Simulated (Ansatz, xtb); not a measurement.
**Two isomers of CH5B2−**

Structure a is `B[BH-]=C`, a singlet and structure b is `[BH3-]B=C`, a singlet. Both are isolated ions in the gas phase, relaxed with B3LYP-D3(BJ)/def2-SVPD; the shapes shown needn't be the lowest conformers.

a (Å):

```yaml
atoms:
  - { symbol: C, position_ang: [-1.0473, -1.2658, -1.0685] }
  - { symbol: B, position_ang: [-2.7971, 0.7502, -1.3139] }
  - { symbol: B, position_ang: [-1.5616, -0.1919, -1.9351] }
  - { symbol: H, position_ang: [-3.6057, 1.4108, -1.9643] }
  - { symbol: H, position_ang: [-3.0202, 0.8000, -0.1077] }
  - { symbol: H, position_ang: [-1.1804, -0.1285, -3.1090] }
  - { symbol: H, position_ang: [-1.3492, -1.3652, -0.0143] }
  - { symbol: H, position_ang: [-0.3662, -2.0734, -1.3859] }
```

b (Å):

```xyz
8

C    -0.4078   -1.5059   -0.9771
B    -0.1813    1.2942    0.2660
B    -0.2550   -0.2375   -0.3567
H     0.9035    1.8640    0.1080
H    -1.0896   -1.6802   -1.8167
H    -1.0174    1.8268   -0.5013
H    -0.5989    1.4012    1.4238
H     0.1489   -2.3921   -0.6529
```

Energies in hartree; the thermal terms are from B3LYP-D3(BJ)/def2-SVPD harmonic frequencies (ideal gas, rigid rotor, one conformer each, 298.15 K, 1 atm) and include the zero-point energy:

```
                              a          b
E, CCSD(T)/def2-SVPD  −90.420177  −90.427479
    E, MP2/def2-SVPD  −90.361320  −90.369750
  E, MP2/def2-TZVPPD  −90.516561  −90.524980
   zero-point energy    0.055096    0.052818
        H(298 K) − E    0.060695    0.059009
        G(298 K) − E    0.029589    0.027128
```

Question: Correct the CCSD(T) difference for the basis set by the MP2 change, then work out ΔE, ΔE₀, ΔH and ΔG for a → b in kJ/mol (1 Eh = 2625.50 kJ/mol) and the equilibrium ratio [b]/[a].

Answer: 1. Differences b − a: CCSD(T) −0.007302, MP2 in the small set −0.008430, MP2 in the large set −0.008419 Eh.
2. ΔE = −0.007302 + (−0.008419 − (−0.008430)) = −0.007291 Eh = −19.14 kJ/mol.
3. ΔE₀ = ΔE + ΔZPE = −0.007291 + (−0.002278) Eh = −25.12 kJ/mol.
4. ΔH = ΔE + (−0.001686) Eh = −23.57 kJ/mol.
5. ΔG = ΔE + (−0.002461) Eh = −25.60 kJ/mol, so ΔS = (ΔH − ΔG)/T = +6.8 J/(mol K).
6. kT = 0.9442 mEh, so K = [b]/[a] = exp(−ΔG/kT) = exp(+10.33) ≈ 3.1 × 10^4.

Structure b is favoured at this temperature. An error of 4 kJ/mol in ΔG would change K by a factor of 5. GFN2-xTB gave ΔE the other sign. Mirror images and further conformers aren't counted.

As drawn, both hold the same kinds of bond in the same numbers.

Other levels gave ΔE = +4.1 (GFN2-xTB); −33.2 (HF/STO-3G, GFN2-xTB geometries); −35.6 (r2SCAN-D4/def2-SVPD, GFN2-xTB geometries); −29.0 (B3LYP-D3(BJ)/def2-SVPD); −23.9 (HF/def2-SVPD); −22.1 (MP2/def2-SVPD); −19.2 (CCSD(T)/def2-SVPD) kJ/mol. The correlated steps freeze 3 core orbitals. Programs: Ansatz 0.2.0, xtb 6.7.1.
